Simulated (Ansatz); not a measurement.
# H3O (doublet): from Hartree-Fock to the top rungs at distance H1–H2 along a hydrogen transfer = 0.807 Å, 6-31G

How much of the correlation energy of H3O (doublet) does each wave-function method recover here?

The runs use Ansatz 0.2.0, Gaussian basis; 6-31G, core rule «outside noble gas», up to 1 orbitals frozen.

Plan: UHF; CCSD(T) on ROHF; CCSD(T) on UHF; BCCD(T) on ROHF; CISD; CCSDT(Q) on ROHF; CCSDT(Q) on UHF; CISDTQ; CCSDTQ on ROHF; CCSDTQ on UHF; CASSCF and MRCISD+Q, 3 electrons in 3 orbitals; CASSCF and NEVPT2, 3 electrons in 3 orbitals; CASSCF and MRCISD+Q, 9 electrons in 7 orbitals; CASSCF and NEVPT2, 9 electrons in 7 orbitals; Full CI.

8 further runs of the same task are left out: 6 that didn't finish, 2 set aside as unsound or not needed.

## 1. What is computed

The geometry derives from fragments relaxed apart (PBE0/def2-TZVP) and kept rigid, so it is no stationary point. A hydrogen atom is moved between rigid fragments.

4 atoms, charge 0, spin multiplicity 2.

Atoms are counted from 1 here; the program's logs count them from 0.

Bond lengths: H1–H2 0.807 Å, H2–O3 1.145 Å, O3–H4 0.973 Å. Angles: H1–H2–O3 180.0°, H2–O3–H4 105.0°.

As a file:

```
H    -1.8013    0.0498    0.0000
H    -0.9943    0.0498    0.0000
O     0.1507    0.0498    0.0000
H     0.4026   -0.8901    0.0000
```

## 2. UHF

in.yaml reads:

```yaml
crystal:
  periodic: [false, false, false]
  atoms:
    - {symbol: H, position_ang: [-1.801251, 0.049803, 0.000000]}
    - {symbol: H, position_ang: [-0.994251, 0.049803, 0.000000]}
    - {symbol: O, position_ang: [0.150749, 0.049803, 0.000000]}
    - {symbol: H, position_ang: [0.402608, -0.890147, 0.000000]}
basis:
  gaussian: {orbitals: 6-31G}
magnetization: {spin_polarized: true, initial_magnetization: 1}
hamiltonian: {xc: hf}
output: {orbitals: {seedname: orbitals}}
```

Run with:

```
$ ansatz run in.yaml --threads 1 --pin off --events-out ev --progress --plain --max-ram 2393MiB
```

After this run come: CCSD(T) on ROHF; CCSD(T) on UHF; BCCD(T) on ROHF; CISD; CCSDT(Q) on ROHF; CCSDT(Q) on UHF; CISDTQ; CCSDTQ on ROHF; CCSDTQ on UHF; CASSCF and MRCISD+Q, 3 electrons in 3 orbitals; CASSCF and NEVPT2, 3 electrons in 3 orbitals; CASSCF and MRCISD+Q, 9 electrons in 7 orbitals; CASSCF and NEVPT2, 9 electrons in 7 orbitals; Full CI.

**Question.** What will the summary of the whole plan be? Wanted: FCI below the RHF energy; RMP2 from FCI; UMP2 from FCI; RCCSD from FCI; RCCSD(T) from FCI; UCCSD(T) from FCI; RCCSDT(Q) from FCI; UCCSDT(Q) from FCI; NEVPT2 pair from FCI.

As calculated:

| quantity | value |
| --- | --- |
| FCI below the RHF energy | -4.1877 eV |
| RMP2 from FCI | +396.7 meV |
| UMP2 from FCI | +450.5 meV |
| RCCSD from FCI | +63.4 meV |
| RCCSD(T) from FCI | +17.1 meV |
| UCCSD(T) from FCI | +16.5 meV |
| RCCSDT(Q) from FCI | -0.2 meV |
| UCCSDT(Q) from FCI | 0.0 meV |
| NEVPT2 pair from FCI | +258.9 meV |
| MRCISD+Q pair from FCI | +54.8 meV |
| NEVPT2 valence from FCI | +367.4 meV |
| levels within 1 kcal/mol (43 meV) | RCCSD(T), UCCSD(T), BCCD(T), RCCSDT, UCCSDT, CISDTQ, RCCSDT(Q), UCCSDT(Q), RCCSDTQ, UCCSDTQ, MRCISD+Q valence |
| T1 diagnostic | 0.030 |
| effectively unpaired electrons | 1.02 |

In words: RCCSD(T) lands +17.1 meV from the yardstick (0.4 % of the correlation energy). One determinant dominates. Of the multireference levels listed MRCISD+Q valence comes nearest in total energy (+30.3 meV), which doesn't show that its space is the better one. These misses are within one basis, not against nature; the frozen cores of restricted and unrestricted runs differ, which can shift their rows.
